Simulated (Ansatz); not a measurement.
# BFH₂N radical (SMILES N[B]F): functionals against CCSD(T) at one geometry

One table from this session's results is given with a row withheld; the runs are named, their logs left out.

Program: Ansatz 0.2.0, Gaussian basis. Level of theory: single points in def2-TZVPP. These are calculated values, not measurements.

Cores are frozen in the correlated methods. Orbitals are unrestricted.

### The system as given

SMILES `N[B]F`, 5 atoms, charge 0, spin multiplicity 2.

Atoms are counted from 1 here; the program's logs count them from 0.

Bond lengths: N1–B2 1.422 Å, N1–H4 0.971 Å, N1–H5 1.091 Å, B2–F3 1.407 Å. Angles: B2–N1–H4 127.1°, B2–N1–H5 114.7°, H4–N1–H5 112.3°, N1–B2–F3 119.0°.

Coordinates:

```
N    -0.4368    0.2666   -0.2567
B     0.2022   -0.9346    0.1581
F     1.2748   -0.8585    1.0648
H    -0.9160    0.4187   -1.0873
H     0.0095    1.1808    0.1383
```

Set-up of the first run:

Input file run/in.yaml:

```yaml
crystal:
  periodic: [false, false, false]
  atoms:
    - {symbol: N, position_ang: [-0.436800, 0.266600, -0.256700]}
    - {symbol: B, position_ang: [0.202200, -0.934600, 0.158100]}
    - {symbol: F, position_ang: [1.274800, -0.858500, 1.064800]}
    - {symbol: H, position_ang: [-0.916000, 0.418700, -1.087300]}
    - {symbol: H, position_ang: [0.009500, 1.180800, 0.138300]}
basis:
  gaussian: {orbitals: def2-TZVPP}
magnetization: {spin_polarized: true, initial_magnetization: 1}
correlation: {method: ccsd_t}
scf: {omitted_lower_state_checks: [cluster_reference]}
output: {forces: true}
```

The command line of these runs was not kept.

Among the steps run: CCSD(T)/def2-TZVPP; PBE0-D4/def2-TZVPP; wB97M-V/def2-TZVPP; r2SCAN-D4/def2-TZVPP; PBE-D4/def2-TZVPP; CAM-B3LYP-D4/def2-TZVPP; BHLYP-D4/def2-TZVPP.

One of the session's tables, all rows but one given; the rest of the session is left out.

```
      method  RMS force component (eV/Å)  angle to CCSD(T) forces (°)  dipole (D)
     CCSD(T)                       1.629                    reference        2.56
     PBE0-D4                           ?                            ?           ?
     wB97M-V                       1.642                          3.4        2.54
   r2SCAN-D4                       1.616                          3.4        2.55
      PBE-D4                       1.547                          7.6        2.53
CAM-B3LYP-D4                       1.689                          5.0        2.57
    BHLYP-D4                       1.779                          7.3        2.56
```

**Question.** Estimate the row for PBE0-D4.

The run gave: RMS force component (eV/Å): 1.686; angle to CCSD(T) forces (°): 4.0; dipole (D): 2.57. In the column «RMS force component (eV/Å)» it lies between wB97M-V (1.642) and CAM-B3LYP-D4 (1.689).
